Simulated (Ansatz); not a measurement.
Basis-set extrapolation for C4H4 (`C#CC=C`) (PBE0-D4/def2-TZVP geometry, frozen core, Ansatz). Multiplicity 1, RHF reference.

```json
{"": "HF", "def2-TZVPP": "-153.769046", "def2-QZVPP": "-153.775569"}
{"": "MP2 correlation", "def2-TZVPP": "-0.620662", "def2-QZVPP": "-0.660418"}
{"": "CCSD(T) correlation", "def2-TZVPP": "-0.677600", "def2-QZVPP": "not run"}
```

Energies in hartree. Use E(X) = E(∞) + A·exp(−7.88·√X) for Hartree–Fock and E(X) = E(∞) + B·X^(−2.97) for correlation, with X = 3 and 4, and add CCSD(T) minus MP2 of the smaller set to the MP2 limit.

**Question.** What is the CCSD(T) energy at the basis-set limit?

**Answer.** HF limit: -153.775569 + (-0.006523) × 0.13774 = -153.77647. MP2 limit: -0.660418 + (-0.039756) × 0.74074 = -0.68987. Higher-order term: -0.677600 − (-0.620662) = -0.05694. Total: -154.52328 hartree, 201.2 kJ/mol below CCSD(T)/def2-TZVPP.
